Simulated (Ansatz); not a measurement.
# CHCl (triplet): one species, many methods

Aim: compute CHCl (triplet) with functionals from several rungs and with coupled cluster, and see how far each lands from CCSD(T) at the basis-set limit for the atomisation energy.

Program: Ansatz 0.2.0, Gaussian basis. Level of theory: functionals in def2-TZVPP, the program's frozen cores in correlated methods. These are calculated values, not measurements.

Levels to be run: LDA (SPW92), PBE-D4, revPBE-D4, BLYP-D4, r2SCAN-D4, B97M-V, PBE0-D4, B3LYP-D4, r2SCANh-D4, r2SCAN0-D4, HSE06-D4, BHLYP-D4, CAM-B3LYP-D4, LC-ωPBE, ωB97X-V, ωB97M-V, B2PLYP, PBE-QIDH; CCSD(T)/def2-SVP; CCSD(T)/def2-TZVPP; CCSD(T)/def2-QZVPP; extrapolation to the limit; RPA on PBE.

## 1. The relaxed structure

An earlier PBE0-D4 in a triple-zeta def2 set relaxation fixed the geometry.

SMILES `[CH]Cl`, 3 atoms, charge 0, spin multiplicity 3.

Atoms are counted from 1 here; the program's logs count them from 0.

Bond lengths: C1–Cl2 1.646 Å, C1–H3 1.083 Å. Angles: Cl2–C1–H3 127.2°.

As a file:

```xyz
3
CHCl
C    -0.21976   -0.34541   -0.15527
Cl    1.18221   -0.02335    0.64534
H    -0.96246    0.36876   -0.49007
```

## 2. LDA

This LDA is Slater exchange with PW92 correlation.

File in.yaml:

```yaml
crystal:
  periodic: [false, false, false]
  atoms:
    - {symbol: C, position_ang: [-0.219758, -0.345408, -0.155271]}
    - {symbol: Cl, position_ang: [1.182214, -0.023352, 0.645339]}
    - {symbol: H, position_ang: [-0.962456, 0.368761, -0.490068]}
basis:
  gaussian: {orbitals: def2-TZVPP}
magnetization: {spin_polarized: true, initial_magnetization: 2}
hamiltonian: {xc: lda}
output: {orbitals: {seedname: orbitals}}
```

Command:

```bash
> ansatz run in.yaml --threads 2 --pin off --events-out ev --progress --plain --max-ram 20480MiB --backend cpu
```

After this run come: PBE-D4 (GGA); revPBE-D4 (GGA); BLYP-D4 (GGA); r2SCAN-D4 (meta-GGA); B97M-V (meta-GGA); PBE0-D4 (hybrid); B3LYP-D4 (hybrid); r2SCANh-D4 (hybrid); r2SCAN0-D4 (hybrid); HSE06-D4 (hybrid); BHLYP-D4 (hybrid); CAM-B3LYP-D4 (range-separated); LC-ωPBE (range-separated); ωB97X-V (range-separated); ωB97M-V (range-separated); B2PLYP (double hybrid); PBE-QIDH (double hybrid); CCSD(T) in def2-SVP; CCSD(T) in def2-TZVPP; CCSD(T) in def2-QZVPP; RPA on PBE orbitals.

Before running them: what should the planned runs give, taken together? Wanted: atomisation energy, CCSD(T)/CBS; farthest beyond LDA; mean size of error, GGA; mean size of error, meta-GGA; mean size of error, hybrid; mean size of error, range-separated; mean size of error, double hybrid; gap, smallest and largest; T1 diagnostic.

The runs gave:

| quantity | value |
| --- | --- |
| atomisation energy, CCSD(T)/CBS | 731.2 kJ/mol |
| functionals within 3.7 kJ/mol (0.5 %) | B2PLYP |
| farthest beyond LDA | PBE-D4 (+57.7 kJ/mol) |
| mean size of error, GGA | 34.3 kJ/mol |
| mean size of error, meta-GGA | 31.3 kJ/mol |
| mean size of error, hybrid | 27.5 kJ/mol |
| mean size of error, range-separated | 9.6 kJ/mol |
| mean size of error, double hybrid | 9.3 kJ/mol |
| gap, smallest and largest | 0.85 eV (LDA (SPW92)), 9.43 eV (LC-ωPBE) |
| T1 diagnostic | 0.0210 |
| triples share of the correlation energy | 4.0 % |

What this shows: LDA overbinds by 163.6 kJ/mol (22 %). PBE-D4 misses by +57.7 kJ/mol. Double hybrids carry the basis error of their MP2 part in triple zeta, and no dispersion term here, so their miss is partly the set-up's. Taken by rung, double hybrid functionals do best (9.3 kJ/mol on average) and GGA ones worst beyond LDA (34.3 kJ/mol). The gap between the best rungs is small, so their order is not settled. Misses under about 3.7 kJ/mol are within the doubt on the reference itself, which lacks core-valence correlation, relativity and higher excitations. Hartree-Fock recovers 73 % of the binding; the rest is correlation. CCSD(T) in def2-SVP is off by -49.7 kJ/mol, so the small basis spoils what the method gains. The gap grows from 0.9 to 9.4 eV across the functionals, mostly with the share of exact exchange.
